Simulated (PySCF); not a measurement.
**Two structures, one formula**

The two ends of one reaction step of SiNH$_{6}$F, singlet (PBE0-D4/def2-TZVP).

A:

```xyz
9
angstrom
Si 0.0799 -0.6457 0.3171
F 0.1574 -0.4668 -1.2774
H 0.4654 -2.0489 0.5814
H 1.0140 0.3541 0.8792
N -1.4559 -0.3761 0.9818
H 1.6700 1.6579 -1.9521
H 2.1206 2.2531 -1.9359
H -2.1913 -1.0603 0.9221
H -1.8182 0.5517 1.1244
```

B:

```tsv
atom	x (Å)	y (Å)	z (Å)
Si1	0.6455	0.3017	0.6372
F2	-0.3421	-1.2278	-2.1635
H3	1.2444	-0.8557	1.3600
H4	1.0529	1.5504	1.3271
N5	-1.0524	0.3095	0.4389
H6	0.3026	-0.6231	-1.8788
H7	1.2620	0.2901	-0.7308
H8	-1.4945	-0.3795	-0.1493
H9	-1.6541	0.6034	1.1898
```

Program: PySCF 2.14 with density fitting (its default auxiliary sets; JK sets also for MP2 and CCSD(T)). Basis: def2-TZVPP. Cores are frozen in the correlated methods. B3LYP uses VWN-RPA correlation.

(1) Which structure is lower at CCSD(T), and by how much? (Judge from chemistry; the value comes from the calculation.)

No T1 diagnostic of these runs exceeds 0.011.

## Answers

(1) The calculation gives: A, by 29.87 kcal/mol (electronic energy, against the other). By their contacts, A is a complex of SiNH₄F ([NH2][SiH2][F]) + H₂ and B is a complex of SiNH₅ ([NH2][SiH3]) + HF.

All methods give the same order:

| method | E(B) − E(A) (kcal/mol) |
| --- | --- |
| SPW92 | 25.95 |
| PBE-D4 | 27.78 |
| r2SCAN-D4 | 30.90 |
| PBE0-D4 | 28.00 |
| B3LYP-D4 | 30.36 |
| BHLYP-D4 | 30.99 |
| wB97M-V | 30.50 |
| HF | 32.48 |
| MP2 | 31.03 |
| CCSD | 29.92 |
| CCSD(T) | 29.87 |

Labels in which every atom is bracketed show which atoms are joined, not bond orders.

For scale, one of the runs: CCSD(T)/def2-TZVPP, 188 basis functions, launched by `OMP_NUM_THREADS=4 python run.py`. The run took 5.8 min on 4 CPU threads of an Arm Neoverse V1 (shared host), with 2 GiB of host memory at its peak.
